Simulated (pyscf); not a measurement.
Single points on ωB97X-D3(BJ)/def2-SVP structures (PySCF, gas phase).

### Question
Estimate by transition-state theory the rate constant of `[CH2]1[CH2][CH2]1` + `[H]` [doublet] → `[CH]1[CH2][CH2]1` [doublet] + `[H][H]` (doublet surface; C–H broken, H–H formed) at 600 K, with ωB97M-D3(BJ)/def2-TZVP energies (ideal gas, 1 atm, RRHO with modes under 100 cm⁻¹ raised to 100, one conformer, R ln 2 for chiral ones without a mode under 150 cm⁻¹; no tunnelling).

### Answer
The electronic barrier is 14.0 kcal/mol and the thermal terms add +8.7, so ΔG‡ = 22.6 kcal/mol. With k_BT/h = 1.25e+13 s⁻¹ and RT = 1.192 kcal/mol, and a volume of 8.18e-20 cm³ per molecule at 1 atm, k = 5.9e-15 cm³ molecule⁻¹ s⁻¹. Wigner's tunnelling factor for 914i cm⁻¹ would be 1.20. A shift of 1 kcal/mol in the barrier changes k by a factor 2.3. cyclopropane lies 6.6 kcal/mol over its isomer H₂C=CH–CH₃ (electronic energy, ωB97M-D3(BJ)/def2-TZVP). cyclic C₃H₅ (SMILES [CH]1CC1) [doublet] lies 28.1 kcal/mol over its isomer •H₂C–CH=CH₂ (electronic energy, ωB97M-D3(BJ)/def2-TZVP). This is the saddle that the search found; another between the same sides may lie lower. The angle at the transferred H is 175°.
